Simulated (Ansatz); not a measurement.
The input, for Ansatz 0.2.0:

```yaml
crystal:
  periodic: [false, false, false]
  atoms:
    - {symbol: Br, position_ang: [0.000000, 0.000000, -1.392867]}
    - {symbol: H, position_ang: [0.000000, 0.000000, 0.027733]}
    - {symbol: O, position_ang: [0.000000, 0.000000, 1.365133]}
basis:
  gaussian: {orbitals: cc-pVDZ}
magnetization: {spin_polarized: false, initial_magnetization: 2}
correlation: {method: sc_nevpt2, electrons: valence, active_space: {window: {electrons: 2, orbitals: 7}}}
scf: {lower_state_search: off}
```

```sh
$ ansatz run in.yaml --threads 1 --pin off --events-out ev --progress --plain --max-ram 2393MiB
```

The program prints:

```
these checks for a lower state are left out or cut short: stability, starts, cluster_reference, orbital_swaps, neighbouring_geometries, increment
488 factors; integrals over basis functions are off by at most 1.4e-3 eV
mean field evaluation 1: about -72040.3960 eV, gradient 3.0e1 eV
mean field evaluation 2: about -72040.4004 eV, gradient 3.0e1 eV
mean field evaluation 4: about -72046.6009 eV, gradient 1.6e1 eV
mean field evaluation 8: about -72048.0660 eV, gradient 7.9e-1 eV
mean field evaluation 16: about -72048.0795 eV, gradient 7.2e-6 eV
mean field -72048.07950532 eV, -2647.7180858781 hartree, gradient 7.2e-6 eV, S^2 2.000000; 0 other end points of the search recorded, 0 dependent functions left out
reference -72048.07950532 eV, -2647.7180858781 hartree; 23, 21 occupied and 23, 25 virtual orbitals, 488 factors
state -72048.32385525 eV, -2647.7270655725 hartree
state -72048.32385525 eV, -2647.7270655725 hartree; corrected -72055.09040147 eV, -2647.9757315597 hartree
WARN: 1 active orbitals are nearly empty or full. The corrections depend on them more than the energy does, and are more stable in an active space without them
Total energy: -72055.09040147 eV, -2647.9757315597 hartree
Checks for a lower state left out: stability, starts, cluster_reference, orbital_swaps, neighbouring_geometries, increment
```

Natural occupations: 0.9979 0.9979 0.0015 0.0015 0.0005 0.0005 0.0000.

Ran on 1 thread of Arm Neoverse V2, shared host: 8.5 s wall, 0.11 GiB peak host memory.
